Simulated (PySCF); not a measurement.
## Building multiplets from coupling constants

Structure with atom numbers: `[OH:1][CH2:2][CH:3]1[CH2:4][CH2:5][CH2:6]1` (H(Xn): hydrogen on atom n). Ha(C4), Ha(C5), Ha(C6) are cis to C2 on the ring; Hb(C4), Hb(C5), Hb(C6) are trans to C2 on the ring.

PySCF 2.14.0 with density-fitted response routines calculation with shieldings: GIAO PBE0/pcSseg-1, spin–spin couplings from B3LYP/pcJ-1 (without the spin–dipole term) and GFN2-xTB structure; single conformer, equivalent nuclei averaged, no solvent model, relativity neglected.

References, each an isolated molecule treated in the same way: $^{1}$H (31.72 ppm), $^{13}$C (186.93 ppm) vs TMS.

Spectrometer: 500 MHz for $^{1}$H. First-order analysis; couplings under 1 Hz (under 4 Hz in carbon signals) are ignored, and nearly equal couplings are merged; the smaller ones broaden or split the lines further.

Q: What pattern does H(C2) show ($^{1}$H)?

A: A doublet at δ 3.75: 6.0 Hz to H(C3) (1 × $^{1}$H, 3 bonds away). Lines in Hz from the centre (relative intensity): +3.0 (1), -3.0 (1). The outer lines are 6.0 Hz apart, the sum of the couplings kept, or 0.012 ppm at this field.

Q: What pattern does C2 show in the proton-coupled $^{13}$C spectrum?

A: A triplet of triplets of doublets at δ 75.4: 145.8 Hz to H(C2) (2 × $^{1}$H, 1 bond away), 8.0 Hz to Ha(C4)/Ha(C6) (2 × $^{1}$H, 3 bonds away), 4.1 Hz to H(C3) (1 × $^{1}$H, 2 bonds away). Lines in Hz from the centre (relative intensity): +155.8 (1), +151.8 (1), +147.8 (2), +143.8 (2), +139.8 (1), +135.8 (1), +10.1 (2), +6.0 (2), +2.0 (4), -2.0 (4), -6.0 (2), -10.1 (2), -135.8 (1), -139.8 (1), -143.8 (2), -147.8 (2), -151.8 (1), -155.8 (1). The outer lines are 311.7 Hz apart, the sum of the couplings kept, or 2.479 ppm at this field.

OH and NH positions are those of a molecule without intermolecular hydrogen bonds; in solution they move with solvent, concentration and temperature, and exchange usually removes their couplings. Unscaled 3J(H,H) at this level run about 10 % above measured values. Chain 3J(H,H) values assume equally populated staggered rotamers: (2 J gauche + J anti)/3. 3J across rotatable bonds or in flexible rings reflects this conformer alone.
